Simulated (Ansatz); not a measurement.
# SiF₂ (SMILES F[Si]F): one structure at several levels

The task here is to estimate one member of a computed series from the others.

The runs use Ansatz 0.2.0, Gaussian basis; single points in def2-TZVPP.

Correlated methods freeze the cores.

## Starting geometry

SMILES `F[Si]F`, 3 atoms, charge 0, spin multiplicity 1.

Atoms are counted from 1 here; the program's logs count them from 0.

Bond lengths: F1–Si2 1.654 Å, Si2–F3 1.640 Å. Angles: F1–Si2–F3 108.1°.

Geometry (Å):

```
F     0.1804    1.3449    0.2026
Si   -0.4900   -0.0581   -0.3616
F     0.5043   -1.2968    0.0458
```

Set-up of the first run:

Contents of run/in.yaml:

```yaml
crystal:
  periodic: [false, false, false]
  atoms:
    - {symbol: F, position_ang: [0.180400, 1.344900, 0.202600]}
    - {symbol: Si, position_ang: [-0.490000, -0.058100, -0.361600]}
    - {symbol: F, position_ang: [0.504300, -1.296800, 0.045800]}
basis:
  gaussian: {orbitals: def2-TZVPP}
correlation: {method: ccsd_t}
output: {forces: true}
```

No record of the launch command was kept for these runs.

Steps of the session up to this table: CCSD(T)/def2-TZVPP; PBE0-D4/def2-TZVPP; wB97M-V/def2-TZVPP; r2SCAN-D4/def2-TZVPP; PBE-D4/def2-TZVPP; CAM-B3LYP-D4/def2-TZVPP; r2SCAN0-D4/def2-TZVPP.

One table of the session follows, with a row left open; its other results are not shown here.

```
      method  RMS force component (eV/Å)  angle to CCSD(T) forces (°)  dipole (D)
     CCSD(T)                       0.784                    reference        1.07
     PBE0-D4                       0.735                          1.4        1.05
     wB97M-V                       0.660                          4.7        1.16
   r2SCAN-D4                           ?                            ?           ?
      PBE-D4                       0.385                         21.0        0.95
CAM-B3LYP-D4                       0.759                          1.3        1.14
  r2SCAN0-D4                       0.938                          2.6        1.03
```

Q: Estimate the row for r2SCAN-D4 from the others.

The run gave: RMS force component (eV/Å): 0.702; angle to CCSD(T) forces (°): 3.2; dipole (D): 0.91. In the column «RMS force component (eV/Å)» it lies between wB97M-V (0.660) and PBE0-D4 (0.735).
